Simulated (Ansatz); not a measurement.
A run for Ansatz (a first-principles code): R-HF/def2-TZVPP on sulfur dioxide (SMILES O=S=O), atoms moved off the minimum.

Ansatz 0.2 input:
```yaml
crystal:
  periodic: [false, false, false]
  atoms:
    - {symbol: O, position_ang: [-1.43588154, 0.48997653, 0.08662652]}
    - {symbol: S, position_ang: [-0.03474623, -0.34546836, 0.01410258]}
    - {symbol: O, position_ang: [1.12678432, 0.24219034, 0.04770162]}
basis:
  gaussian:
    orbitals: def2-TZVPP
hamiltonian:
  xc: {name: HF}
scf: {lower_state_search: off}
output: {forces: true}
```

The log:

```
WARN ansatz: RAYON_NUM_THREADS=1 ignored (pool sized by the plan → 1); use --threads N
Functional definition: HF
these checks for a lower state are left out or cut short: stability, starts, cluster_reference, orbital_swaps, neighbouring_geometries, increment
integrals: 0.02 GiB planned
725 factors; their error is unknown
mean field: 0.18 GiB planned
mean field evaluation 1: about -14886.3248 eV, gradient 4.9e1 eV
mean field evaluation 2: about -14886.2926 eV, gradient 5.1e1 eV
mean field evaluation 4: about -14890.8552 eV, gradient 2.8e0 eV
mean field evaluation 8: about -14890.8752 eV, gradient 6.9e-2 eV
mean field evaluation 16: about -14890.9753 eV, gradient 1.6e-6 eV
mean field -14890.97526012 eV, -547.2332473437 hartree, gradient 1.6e-6 eV, S^2 0.000000; 0 other end points of the search recorded, 0 dependent functions left out
the calculation of the forces begins
reference -14890.97526012 eV, -547.2332473437 hartree; 16, 16 occupied and 88, 88 virtual orbitals, 725 factors
Total energy: -14890.97526012 eV, -547.2332473437 hartree
Atom 0 at    -1.435882     0.489977     0.086627 Å, force     8.984111    -4.726303    -0.418862 eV/Å
Atom 1 at    -0.034746    -0.345468     0.014103 Å, force   -17.952078    -0.571572     0.103765 eV/Å
Atom 2 at     1.126784     0.242190     0.047702 Å, force     8.967966     5.297875     0.315098 eV/Å
Dipole moment:     0.380759    -0.451203    -0.036119 e Å
Checks for a lower state left out: stability, starts, cluster_reference, orbital_swaps, neighbouring_geometries, increment
```

Self-consistency was reached.

Cost: about 1.4 core-seconds (a rough figure).
